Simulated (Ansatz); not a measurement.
# How far each method lies from full CI for BH$_{4}$⁺, triplet

Geometry: a PBE0/def2-TZVP stationary point for this spin, not checked as a minimum.

```xyz
5

B     0.0000    0.0000    0.0000
H     0.4725    0.4863    1.0573
H    -0.4858   -0.4709    1.0582
H    -0.4719    0.4714   -1.0643
H     0.4852   -0.4868   -1.0513
```

Basis cc-pVDZ; Ansatz 0.2.0. Only valence electrons are correlated (noble-gas cores frozen), which leaves 6 electrons in 33 orbitals. R marks a restricted (for open shells ROHF) determinant, U an unrestricted one. Active spaces: valence = (6e, 8o) chosen from the atoms' valence shells.

Full CI is exact within this basis and frozen core; it isn't the basis-set limit. The frozen core follows each run's orbitals, which can shift R against U totals by a few meV.

For open shells CISD is restricted-active-space CI with the open shells as a complete middle space.

```
UHF ⟨S²⟩                          : 2.011
T1 diagnostic (RCCSD)             : 0.0171
largest doubles amplitude (RCCSD) : 0.034
T1 diagnostic (UCCSD)             : 0.0117
```

```tsv
level	E − E(full CI) (kJ/mol)	share of correlation (%)	wall time
RHF	309.1	0.00	–
UHF	294.3	4.78	–
RMP2	67.3	78.22	–
UMP2	69.5	77.50	–
CISD	13.7	95.56	1.9 s
RCCSD	7.1	97.69	–
UCCSD	6.8	97.81	–
RCCSD(T)	1.5	99.51	2.7 s
UCCSD(T)	1.5	99.53	3.5 s
BCCD(T)	1.5	99.50	1.8 s
RCCSDT	0.1	99.97	–
UCCSDT	0.0	99.99	–
RCCSDT(Q)	0.0	100.00	8.1 s
UCCSDT(Q)	-0.1	100.02	8.5 s
CASSCF (valence space)	171.4	44.54	–
NEVPT2 (valence space)	41.9	86.44	4.7 s
MRCISD (valence space)	5.7	98.16	–
MRCISD+Q (valence space)	0.6	99.81	7.5 s
```

The correlation energy at full CI, counted from RHF, is -3.203 eV. That run took 2.4 min on 1 thread of Intel Xeon, shared host over 7,441,080 determinants.

Times hold each run's SCF and search for its determinant on a shared host, so for small cases they say little of a method's own cost; they ran on 1 thread of Intel Xeon.

The full-CI state has the irrep A2 of C2v, in the program's axes (one component, if the state is degenerate).

Natural occupations of full CI about the gap: 1.959 1.949 0.991 0.991 0.019 0.018 0.018 0.013 0.007 0.006; effectively unpaired electrons, Σ n²(2−n)², 2.02.
